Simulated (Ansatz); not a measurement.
`ClC1=NCCO1`, relaxed with RKS PBE0-D4/def2-TZVP in Ansatz 0.2.0 from a PBE-D4/def2-SVP geometry. The force threshold is 0.005 eV/Å; the program also tests the step.

Charge 0, multiplicity 1.

Start:

```xyz
10

Cl    0.458   -2.722   -1.416
C     0.149   -1.183   -0.715
N    -0.532   -0.250   -1.255
C    -0.507    0.850   -0.286
C     0.325    0.318    0.922
O     0.709   -1.023    0.513
H    -1.544    1.126    0.002
H    -0.054    1.752   -0.750
H    -0.255    0.237    1.864
H     1.250    0.896    1.121
```

```csv
step,energy (eV),largest force (eV/Å),largest move (Å)
1,-19226.6188,1.241,0.000
2,-19226.6694,0.315,0.021
3,-19226.6749,0.092,0.011
4,-19226.6750,0.033,0.002
5,-19226.6750,0.008,0.001
6,-19226.6750,0.003,0.000
```

End:

```xyz
10

Cl    0.451   -2.692   -1.403
C     0.148   -1.171   -0.707
N    -0.522   -0.252   -1.239
C    -0.502    0.848   -0.278
C     0.320    0.318    0.914
O     0.701   -1.012    0.507
H    -1.525    1.110    0.003
H    -0.052    1.730   -0.739
H    -0.252    0.235    1.838
H     1.233    0.885    1.104
```

Hardware: 4 threads of an Arm Neoverse V2 on a shared host. Wall time 26 s, peak host memory 0.58 GiB.
